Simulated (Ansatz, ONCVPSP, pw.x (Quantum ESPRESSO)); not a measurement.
## Equation-of-state test of one ONCV potential (Mo)

Mo (Z = 42), optimised norm-conserving Vanderbilt (ONCV), made with ONCVPSP 4.0.1 (LDA (Perdew-Wang 92), scalar-relativistic). Core [Ar] 3d10, reference 4s2 4p6 4d6. Waves: 4s: rc 1.85 bohr, ncon 4, nbas 9, qcut 5.2 1/bohr, 2 projectors, debl 3.9 Ha; 4p: rc 1.85 bohr, ncon 4, nbas 8, qcut 8.1 1/bohr, 2 projectors, debl 2.6 Ha; 4d: rc 2.15 bohr, ncon 4, nbas 8, qcut 6.5 1/bohr, 2 projectors, debl 3.4 Ha. Local part: polynomial inside 1.70 bohr (lpopt 5, dvloc0 3 Ha). Core correction: Teter function, fcfact 6.4, rcfact 1.4.

Atomic tests: cutoffs needed: 15 Ha and 19 Ha (the cutoffs (Ha) at which the residual kinetic energy of the hardest occupied pseudo-wave falls to 1 and 0.1 mHa per electron); ghost test: no bound ghost flagged; no localised positive-energy state flagged; largest excitation error: +22 meV (all-electron minus pseudo) for 4s2 4p6 4d4 5s2, out of 4 test configurations.

Crystal test: bcc Mo in pw.x 7.5, no spin, 15³ k-points, Fermi–Dirac smearing 0.01 Ry, cutoffs 50/200 Ry. The reference is all-electron LAPW (Ansatz 0.2.0) with the same functional, mesh and smearing; V0 and B0 come from Birch–Murnaghan fits to the pressures at five volumes. Errors are pseudo minus all-electron; Δ is the rms difference of the E(V) curves that follow from these fits, minima aligned, over ±6 % about the mean V0. Mesh and smearing are coarse, so the numbers serve the comparison and aren't converged zero-temperature values; the lattice is a test structure that the element need not adopt.

```tsv
V (Å³/atom)	P all-electron (GPa)	P pseudo (GPa)
14.314	16.92	19.53
14.690	8.05	10.35
15.067	0.24	2.27
15.444	-6.63	-4.85
15.820	-12.67	-11.09
```

All-electron: a0 = 3.113 Å (V0 = 15.08 Å³/atom), B0 = 291.6 GPa.

Pseudopotential: mean pressure error (GPa): +2.06; a0 (Å): 3.120; a0 error (%): +0.23; B0 error (%): +0.6; Δ (meV/atom): 6.6.

Task: At the middle volume, how do free energy and pressure move when the wave cutoff is lowered (ecutrho kept at four times it)?

Result:

```csv
cutoff (Ry),shift of F (meV/atom),shift of P (GPa)
22,+2101.7,-98.94
30,+172.5,-10.77
40,+18.8,-0.74
```

The run at the middle volume (120 k-points, 8 iterations) took about 14 s on one core of a shared host (Intel(R) Xeon(R) Platinum 8259CL CPU @ 2.50GHz, 96 threads, 755 GiB, load 39).
